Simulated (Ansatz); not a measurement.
**AlSiH₅ (singlet): the correlation ladder at distance Al1–H4 along a hydrogen transfer = 1.701 Å, cc-pVTZ**

The task here is to estimate one member of a computed series from the others.

The runs use Ansatz 0.2.0, Gaussian basis; cc-pVTZ, core rule «outside noble gas», up to 10 orbitals frozen.

To be run: UHF; CCSD(T) on RHF; CCSD(T) on UHF; BCCD(T) on RHF; CCSDT(Q) on RHF.

## What is computed

The geometry derives from fragments relaxed apart (PBE0/def2-TZVP) and kept rigid, so it is no stationary point. A hydrogen atom is moved between rigid fragments.

7 atoms, charge 0, spin multiplicity 1.

Atoms are counted from 1 here; the program's logs count them from 0.

Bond lengths: Al1–H2 1.586 Å, Al1–H3 1.586 Å, Al1–H4 1.701 Å, Si5–H6 1.526 Å, Si5–H7 1.526 Å. Angles: H2–Al1–H3 120.0°, H2–Al1–H4 120.0°, H3–Al1–H4 120.0°, H6–Si5–H7 91.2°.

The first run:

in.yaml

```yaml
crystal:
  periodic: [false, false, false]
  atoms:
    - {symbol: Al, position_ang: [-1.941023, 0.029322, 0.000000]}
    - {symbol: H, position_ang: [-2.733946, 1.402706, 0.000000]}
    - {symbol: H, position_ang: [-2.733947, -1.344062, 0.000000]}
    - {symbol: H, position_ang: [-0.240023, 0.029322, 0.000000]}
    - {symbol: Si, position_ang: [1.889977, 0.029322, 0.000000]}
    - {symbol: H, position_ang: [2.502158, -0.844962, 1.090012]}
    - {symbol: H, position_ang: [2.502158, -0.844962, -1.090012]}
basis:
  gaussian: {orbitals: cc-pVTZ}
magnetization: {spin_polarized: true, initial_magnetization: 0}
hamiltonian: {xc: hf}
output: {orbitals: {seedname: orbitals}}
```

On the command line:

```bash
$ ansatz run in.yaml --threads 1 --pin off --events-out ev --progress --plain --max-ram 2560MiB --backend cpu
```

Steps of the session up to this table: UHF; CCSD(T) on RHF; CCSD(T) on UHF; BCCD(T) on RHF; CCSDT(Q) on RHF.

One table of the session follows, with a row left open; its other results are not shown here.

```
   method  from RCCSDT(Q) (kcal/mol)
      RHF                    +169.14
      UHF                    +168.43
     RMP2                     +36.10
    RCCSD                          ?
 RCCSD(T)                      +1.08
  BCCD(T)                      +1.06
   RCCSDT                      +0.19
RCCSDT(Q)                          0
```

Q: Estimate the row for RCCSD from the others.

**Answer.** from RCCSDT(Q) (kcal/mol): +5.41. In the column «from RCCSDT(Q) (kcal/mol)» it lies between RCCSD(T) (+1.08) and RMP2 (+36.10).

Not comparable, so not listed: CCSD(T) on UHF (they don't share determinant, frozen orbitals or solution with the rows shown, or repeat one).

To keep in mind: Warnings: restricted reference is unstable; spin contamination.
